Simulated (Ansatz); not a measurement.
Zinc-blende CdSe: PBE at its full settings (plane-wave cutoff 520 eV, 10×10×10 k mesh, Fermi–Dirac smearing 0.01 eV, scalar-relativistic PAW data made under PBE) and at cheaper ones, in a cell of 2 atoms with Γ-centred meshes.

```tsv
level and setting	lattice constant a (Å)	bulk modulus (GPa)	band gap (eV)
PBE (Ansatz)	6.196	44.8	0.50
PBE (2×2×2 k mesh) (Ansatz)	6.347	36.0	0.14
PBE (4×4×4 k mesh) (Ansatz)	6.203	44.6	0.47
PBE (6×6×6 k mesh) (Ansatz)	6.196	44.8	0.49
PBE (Fermi-Dirac smearing of 0.3 eV) (Ansatz)	6.200	44.0	0.49
```

Largest shifts from the full settings: lattice constant a +2.44 % (PBE (2×2×2 k mesh)), against a difference of +1.96 % of the full result from the reference 6.077 Å (measured, room temperature, not corrected to a static lattice, sources range from 6.052 to 6.084; as tabulated in arXiv:1206.3780); bulk modulus -19.6 % (PBE (2×2×2 k mesh)); band gap -0.36 eV (PBE (2×2×2 k mesh)).

Each row is at its own relaxed cell, so a gap follows the cell too.

Band edges were searched off the SCF mesh.

Spin–orbit coupling is included only where a level's name says +SOC; with heavier elements it mostly lowers gaps and can invert bands. Density-functional gaps are differences of (generalised) Kohn–Sham levels.

Ansatz's density-functional and Hartree–Fock values are scalar-relativistic unless marked +SOC, with PAW data made under PBE.

Run with cheap settings on purpose, which may leave them unconverged: PBE (2×2×2 k mesh), PBE (4×4×4 k mesh), PBE (6×6×6 k mesh), PBE (Fermi-Dirac smearing of 0.3 eV).

Ansatz is a first-principles code.
